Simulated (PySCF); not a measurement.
LiH, SMILES [LiH]. Atoms are numbered in the order given.

```xyz
2

Li     0.0000     0.0000    -0.3991
H      0.0000     0.0000     1.1972
```

Geometry: PBE0-D3(BJ)/def2-TZVPD.

Two levels are set side by side: PBE/pcSseg-2 (PySCF) and HF/pcSseg-2 (PySCF). GIAO shifts against TMS (¹H) at the same level; non-relativistic, no solvent, atoms listed together averaged. Differences are taken from unrounded values.

```
quantity             HF   PBE  PBE minus HF
-----------------  ----  ----  ------------
δ(¹H) of H2 (ppm)  5.49  5.26         -0.22
```
